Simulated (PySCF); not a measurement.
C3H6O, SMILES C/C=C\O at its B3LYP/def2-SVP optimised geometry (Å):

```
10

C      1.4806    -1.0178     0.0000
C     -0.0199    -1.0178     0.0000
C     -0.7900     0.0774     0.0000
O     -0.2788     1.3436    -0.0002
H      1.8840    -1.5433    -0.8839
H      1.8798     0.0064    -0.0018
H      1.8840    -1.5402     0.8858
H     -0.5400    -1.9805    -0.0002
H     -1.8840    -0.0005    -0.0002
H     -1.0015     1.9805     0.0021
```

Calculation: B3LYP/def2-TZVP in PySCF. Cells within 0.4 Å of a nucleus heavier than hydrogen are left out (blank, or x).

Map of the HOMO−1 amplitude (bohr^(-3/2)), clipped to [-0.25, 0.25] on the plane z = 0.0 Å; orbital energy -9.44 eV, overall sign arbitrary:

```
|4444444444444444444444444|
|4444444444444444444444444|
|4444444444444444444444444|
|4444444444444444444444444|
|4444444333444444444444444|
|4444443333345544444444444|
|4444443321356654444444444|
|44444433211x9754444444444|
|4444444321xxx854444334444|
|44444444320x6654433333444|
|4444455543124444333333344|
|444455776xx23444322233344|
|444456888xx23444210233334|
|4444557765323554310123334|
|444445555422x776xx0223334|
|44444444431xxx88xx1233334|
|444444443210x678xx2333334|
|4444444332002456643333344|
|4444443332002445544333444|
|4444443332223344444444444|
|4444443333333344444444444|
|4444444333333344444444444|
|4444444433333444444444444|
|4444444444444444444444444|
|4444444444444444444444444|
```
Scale: ten equal steps from -0.177 (start of '0') to 0.250 (end of '9'), in the order '0123456789'; x runs from -4.00 to 4.00, y from -4.00 (bottom) to 4.00 (top).
